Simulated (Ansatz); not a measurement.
Ansatz (a quantum-chemistry and plane-wave program) input (r2SCAN0/def2-TZVPD):

Ansatz 0.2 input:
```yaml
crystal:
  periodic: [false, false, false]
  atoms:
    - {symbol: O, position_ang: [0.00099809, 0.01389308, 1.14711140]}
    - {symbol: C, position_ang: [0.00924645, 1.12452499, 0.24677396]}
    - {symbol: C, position_ang: [-0.00831003, -1.06235820, 0.31731738]}
    - {symbol: C, position_ang: [0.00561935, 0.80061591, -1.07178213]}
    - {symbol: C, position_ang: [-0.00608590, -0.66131746, -0.98413576]}
    - {symbol: H, position_ang: [0.01719716, 2.05952955, 0.79186404]}
    - {symbol: H, position_ang: [-0.01570943, -2.02795876, 0.80476096]}
    - {symbol: H, position_ang: [-0.01229172, -1.35150690, -1.82255693]}
basis:
  gaussian:
    orbitals: def2-TZVPD
hamiltonian:
  xc: {name: r2SCAN0}
total_charge: -1
output: {forces: true}
```

End of the output:

```
integrals: 0.11 GiB planned
1033 factors; their error is unknown
mean field: 1.19 GiB planned
mean field evaluation 1: about -6234.4132 eV, gradient 4.6e1 eV
mean field evaluation 2: about -6194.6251 eV, gradient 1.1e2 eV
mean field evaluation 4: about -6239.5598 eV, gradient 8.9e0 eV
mean field evaluation 8: about -6239.7370 eV, gradient 2.7e-1 eV
mean field evaluation 16: about -6239.7376 eV, gradient 1.4e-3 eV
mean field -6239.73756318 eV, -229.3061260009 hartree, gradient 7.4e-5 eV, S^2 0.000000; 0 other end points of the search recorded, 0 dependent functions left out
the calculation of the forces begins
reference -6239.73757519 eV, -229.3061264422 hartree; 18, 18 occupied and 197, 197 virtual orbitals, 1033 factors
Total energy: -6239.73757519 eV, -229.3061264422 hartree
Atom 0 at     0.000998     0.013893     1.147111 Å, force    -0.000604    -0.010266    -0.674277 eV/Å
Atom 1 at     0.009246     1.124525     0.246774 Å, force    -0.003824    -0.477426     0.026344 eV/Å
Atom 2 at    -0.008310    -1.062358     0.317317 Å, force     0.004125     0.514782    -0.026853 eV/Å
Atom 3 at     0.005619     0.800616    -1.071782 Å, force    -0.001368    -0.207575     0.392453 eV/Å
Atom 4 at    -0.006086    -0.661317    -0.984136 Å, force     0.001072     0.106980     0.272978 eV/Å
Atom 5 at     0.017197     2.059530     0.791864 Å, force    -0.000944    -0.111706    -0.058034 eV/Å
Atom 6 at    -0.015709    -2.027959     0.804761 Å, force     0.000821     0.106755    -0.049616 eV/Å
Atom 7 at    -0.012292    -1.351507    -1.822557 Å, force     0.000722     0.078454     0.117006 eV/Å
Dipole moment:    -0.004869    -0.675084     0.734417 e Å
```

It need not be the lowest isomer of its formula. Whether it binds its extra electron was not tested at this geometry.
